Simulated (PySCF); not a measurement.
Start geometry of `F[C@H]1C=CCC1` from GFN2-xTB (Å):
```
atom  x, y, z in Å
F1     1.4166   -1.8396   -0.5705
C2     0.7589   -0.9166    0.2641
C3     1.2423    0.4840    0.0374
C4     0.2998    1.3342   -0.1555
C5    -1.0768    0.6599   -0.1070
C6    -0.7420   -0.8290   -0.0467
H7     0.9917   -1.2728    1.2819
H8     2.3298    0.7128    0.0521
H9     0.3586    2.3966   -0.2976
H10   -1.6926    0.9243   -0.9485
H11   -1.6217    0.9814    0.8084
H12   -1.3283   -1.3670    0.6991
H13   -0.9305   -1.2851   -1.0277
```

**Question.** What comes out of this run: PBE0-D3(BJ)/def2-SVP geometry optimisation, gas phase (PySCF 2.14.0)?

**Answer.** 
```
atom  x, y, z in Å
F1     0.9244   -2.1837   -0.3152
C2     0.6814   -0.9695    0.2962
C3     1.2513    0.1833   -0.4757
C4     0.3664    1.1775   -0.5873
C5    -0.9437    0.8448    0.0690
C6    -0.8175   -0.6610    0.3495
H7     1.1379   -1.0348    1.3026
H8     2.2817    0.1906   -0.8378
H9     0.5642    2.1410   -1.0644
H10   -1.8125    1.0972   -0.5608
H11   -1.0648    1.4255    1.0015
H12   -1.2947   -0.9797    1.2865
H13   -1.2736   -1.2365   -0.4711
```

The energy falls by 4.0 kcal/mol over 6 energy and gradient evaluations, the largest force component goes from 0.0729 to 2.3e-04 Eh/bohr, and the atoms move by 0.096 Å rms after alignment. The bond that changes most is C3=C4 (both ends alkene CH carbon), which lengthens by 0.052 Å. Bonds longer at the end by more than 0.005 Å: 5 of 13; shorter: 4. Among the angles that change most is C3–C4–H9, from 129.4° to 124.9°. Among the dihedrals that turn most is H7–C2–C6–H12, from -14° to -25°. Rotational constants go from 6828, 3276, 2431 to 6981, 3258, 2417 MHz. The orientation of the end geometry is arbitrary; only internal coordinates are fixed.

The run used 119 basis functions and 43 SCF cycles in all. Hardware: an Arm Neoverse V2 with one thread, shared host. Cost: 27 s of wall time, 0.51 GiB resident at most.

No PBE0-D3(BJ)/def2-SVP frequencies stand behind this structure, so it isn't proved a minimum. One conformer, not necessarily the lowest.
